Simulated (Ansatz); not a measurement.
## Al2, triplet: energies of several shapes or isomers

Program: Ansatz, Gaussian basis, development build. Basis cc-pV(T+d)Z, nonrelativistic, 10 orbitals frozen in the corrections; active space CAS(6,8). Restricted Hartree–Fock, then the lowest state-specific CASSCF solution met for each case. Single-reference values can break down or jump between states where bonds are stretched. Unlike active orbitals can shift such differences by tenths of an eV, at times by over 1 eV.

Case A: bond length 5.4000 Å. A bond is stretched, to 2.23 times the sum of the covalent radii.

Case B: bond length 2.7000 Å.

Case C: bond length 3.5100 Å. A bond is stretched, to 1.45 times the sum of the covalent radii.

Energy less that of case A, in eV:

```json
{"case": "B", "RHF/ROHF": "-0.874", "CASSCF": "-1.012"}
{"case": "C", "RHF/ROHF": "-0.383", "CASSCF": "-0.588"}
```

Task: What does SC-NEVPT2 give for these differences?

Result: B: -1.437 eV (-33.1 kcal/mol); C: -0.939 eV (-21.7 kcal/mol).

Task: Which case is lowest, and do the methods agree?

Result: B is lowest in SC-NEVPT2. Of the methods shown, RHF/ROHF, CASSCF agree.
